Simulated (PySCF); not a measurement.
Molecule: Boranamine (NB, BH₄N).

Atoms are numbered as in `[BH2:1][NH2:2]` (H(Xn): hydrogen on atom n).

Spin–spin couplings on one PBE0-D3(BJ)/def2-SVP geometry, PySCF 2.14.0 with density-fitted response routines, gas phase, non-relativistic, equivalent pairs averaged; isotopes $^{11}$B, $^{1}$H, $^{15}$N; basis pcJ-1.

Question: How do the couplings (Hz) change with the functional? Times are CPU seconds on shared hosts with different chips, so compare them loosely; the GGAs took longer than the global hybrids here, which isn't the general rule, and the cause wasn't traced.

Answer: 
| functional | functions | $^{1}J$(B1,H(B1)) | $^{1}J$(N2,H(N2)) | $^{1}J$(B1,N2) | $^{2}J$(H(N2),H(N2)) | $^{2}J$(B1,H(N2)) | $^{2}J$(H(B1),H(B1)) | $^{3}J$(H(B1),H(N2)) | core-s |
| --- | --- | --- | --- | --- | --- | --- | --- | --- | --- |
| HF | 94 | 153.2 | -105.3 | -40.3 | -13.3 | -6.9 | 6.2 | 13.8 | 0.97 |
| LDA | 94 | 108.0 | -69.5 | -20.6 | 1.4 | 0.2 | 7.1 | 9.9 | 2 |
| PBE | 94 | 131.3 | -78.7 | -25.7 | 1.3 | -0.7 | 7.4 | 11.7 | 3 |
| KT2 | 94 | 137.5 | -85.2 | -19.9 | -1.0 | -0.4 | 10.0 | 15.0 | 3 |
| B3LYP | 94 | 141.1 | -85.9 | -28.7 | -0.3 | -0.9 | 10.0 | 12.1 | 2.8 |
| PBE0 | 94 | 132.9 | -82.1 | -27.9 | -1.1 | -1.7 | 7.3 | 11.6 | 2.5 |
| B97-2 | 94 | 136.8 | -79.1 | -30.5 | -1.1 | -1.5 | 8.2 | 10.7 | 2.4 |
| BHandHLYP | 94 | 147.4 | -92.6 | -32.5 | -3.4 | -2.3 | 10.7 | 12.5 | 2.6 |
| CAM-B3LYP | 94 | 137.8 | -85.3 | -28.5 | -0.9 | -0.9 | 10.2 | 11.9 | 3.1 |
